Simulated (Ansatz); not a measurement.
For fluorite SrCl₂, r²SCAN in Ansatz (plane waves, PAW) gives:

* **band gap at the measured cell**: 5.97 eV
* **elastic constant C11**: 73.8 GPa
* **elastic constant C44**: 9.9 GPa
* **Voigt–Reuss–Hill shear modulus**: 15.0 GPa

Task: What does LC-ωPBE (plane waves, PAW; Ansatz, a quantum-chemistry and plane-wave program) give for the same quantities?

Result: 
- band gap at the measured cell: 11.88 eV (goes up by 5.91 eV)
- elastic constant C11: 72.5 GPa (shrinks by 1.8 %)
- elastic constant C44: 10.0 GPa (is nearly the same)
- Voigt–Reuss–Hill shear modulus: 15.1 GPa (stays essentially unchanged)

For comparison: band gap 7.5 eV (measured, temperature not stated, not corrected to a static lattice; as tabulated in Aguado et al. (1999), arXiv:cond-mat/9901145).

Changes are worked out from the printed values.

Unless a cell is named, each level is at its own relaxed cell.

Spin–orbit coupling is included only where a level's name says +SOC; with heavier elements it mostly lowers gaps and can invert bands. Density-functional gaps are differences of (generalised) Kohn–Sham levels.

Ansatz's density-functional and Hartree–Fock values are scalar-relativistic unless marked +SOC, with PAW data made under PBE.
